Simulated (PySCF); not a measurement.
# O: electron affinity

O⁻ [He] 2s2 2p5 (2P) → O [He] 2s2 2p4 (3P), as a difference of total energies. Calculation: PySCF 2.14, in x2c-QZVPPall with one added diffuse shell each of s, p, d, f type (8s5p4d3f1g, 73 functions); scalar relativity by spin-free X2C-1e. Correlated levels: valence: 1s2 frozen. The calculations carry no spin-orbit coupling.

| method | electron affinity (eV) | error (eV) |
| --- | --- | --- |
| UHF | -0.583 | -2.044 |
| MP2 (valence) | 1.460 | -0.001 |
| SCS-MP2 (valence) | 1.435 | -0.026 |
| CCSD (valence) | 1.214 | -0.247 |
| CCSD(T) (valence) | 1.371 | -0.090 |

Reference: 1.461 eV (measured; photodetachment measurements, as compiled on the Wikipedia data page of electron affinities).

Errors of the correlated levels include the incompleteness of this basis and the frozen core.

A negative affinity means that the anion lies above the atom at that level of theory.
